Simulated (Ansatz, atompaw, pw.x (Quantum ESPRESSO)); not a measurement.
What a changed setting does to a pw.x run (bcc Mo)

Potential: PAW, atompaw 4.2.0.5, LDA (PW92); core [Ar] 3d10, reference 4s2 4p6 4d5 5s1 5p0; waves: 4s (bound): rc 1.20 bohr; 5s (bound): rc 2.85 bohr; 4p (bound): rc 1.70 bohr; 5p (bound, empty): rc 2.85 bohr; 4d (bound): rc 2.50 bohr; 4d channel at 0.25 Ry: rc 2.85 bohr; 4f channel at -0.15 Ry: rc 2.85 bohr; local part: ultrasoft scheme with l = 4 at -0.5 Ry, radius 2.50 bohr; core correction: smooth core density matched at 2.05 bohr; augmentation: sinc compensation charge, radius 2.35 bohr; PAW radius 2.85 bohr; waves and projectors: custom polynom vanderbiltortho.

The reference run (k-mesh 15³, cutoffs 100/900 Ry, Fermi–Dirac 0.01 Ry, mixing_beta 0.4, conv_thr 1e-9, no spin) gives 0.08 GPa at 15.067 Å³/atom, where all-electron LAPW gives 0.24 GPa. This run, with its own iteration cap, changes degauss to 0.005.

```
&control
  calculation='scf', prefix='x', pseudo_dir='./', outdir='./tmp', tstress=.true., disk_io='none'
/
&system
  ibrav=0, nat=1, ntyp=1, ecutwfc=100, ecutrho=900, nbnd=15,
  occupations='smearing', smearing='fd', degauss=0.005
/
&electrons
  conv_thr=1e-09, mixing_beta=0.4, electron_maxstep=60
/
ATOMIC_SPECIES
Mo 1.0 Mo.UPF
CELL_PARAMETERS angstrom
  -1.55592598 1.55592598 1.55592598
  1.55592598 -1.55592598 1.55592598
  1.55592598 1.55592598 -1.55592598
ATOMIC_POSITIONS crystal
Mo 0.0000 0.0000 0.0000
K_POINTS automatic
15 15 15 0 0 0
```

```bash
pw.x < Mo.scf.in > Mo.scf.out
```

How does the run end?

It converges in 9 iterations; the free energy moves by +15.6 meV/atom and the pressure by -0.04 GPa. In a metal, with Fermi–Dirac smearing, F lies below its zero-width value by a term in the square of the width.

```
Message from routine setup:
     using ibrav=0 with symmetry is DISCOURAGED, use correct ibrav instead
     lattice parameter (alat)  =       5.0927  a.u.
     unit-cell volume          =     101.6772 (a.u.)^3
     number of electrons       =        14.00
     number of Kohn-Sham states=           15
     kinetic-energy cutoff     =     100.0000  Ry
     charge density cutoff     =     900.0000  Ry
     scf convergence threshold =      1.0E-09
     Exchange-correlation= SLA PW NOGX NOGC
     number of k points=   120  Fermi-Dirac smearing, width (Ry)=  0.0050
     iteration #  1     ecut=   100.00 Ry     beta= 0.40
     total energy              =    -355.48059314 Ry
     estimated scf accuracy    <       0.18430335 Ry
     iteration #  2     ecut=   100.00 Ry     beta= 0.40
     total energy              =    -355.48925280 Ry
     estimated scf accuracy    <       0.01746898 Ry
     iteration #  3     ecut=   100.00 Ry     beta= 0.40
     total energy              =    -355.49072669 Ry
     estimated scf accuracy    <       0.00045149 Ry
     iteration #  4     ecut=   100.00 Ry     beta= 0.40
     total energy              =    -355.49092869 Ry
     estimated scf accuracy    <       0.00001025 Ry
     iteration #  5     ecut=   100.00 Ry     beta= 0.40
     total energy              =    -355.49093340 Ry
     estimated scf accuracy    <       0.00000242 Ry
     iteration #  6     ecut=   100.00 Ry     beta= 0.40
     total energy              =    -355.49093364 Ry
     estimated scf accuracy    <       0.00000013 Ry
     iteration #  7     ecut=   100.00 Ry     beta= 0.40
     total energy              =    -355.49093365 Ry
     estimated scf accuracy    <       0.00000003 Ry
     iteration #  8     ecut=   100.00 Ry     beta= 0.40
     total energy              =    -355.49093365 Ry
     estimated scf accuracy    <          1.1E-09 Ry
     iteration #  9     ecut=   100.00 Ry     beta= 0.40
     the Fermi energy is    22.0362 ev
!    total energy              =    -355.49093365 Ry
     estimated scf accuracy    <          1.0E-10 Ry
     smearing contrib. (-TS)   =      -0.00079054 Ry
     The total energy is F=E-TS. E is the sum of the following terms:
     one-electron contribution =     -13.05764585 Ry
     hartree contribution      =      17.15858427 Ry
     xc contribution           =     -15.48462628 Ry
     ewald contribution        =    -121.29647829 Ry
     one-center paw contrib.   =    -222.80997696 Ry
     convergence has been achieved in   9 iterations
          total   stress  (Ry/bohr**3)                   (kbar)     P=        0.40
     Message from routine punch:
     Nothing written, as per user request (disk_io='none')
```

The run took about 49 s on one core of a shared host (Intel(R) Xeon(R) Platinum 8488C, 192 threads, 744 GiB, load 50).
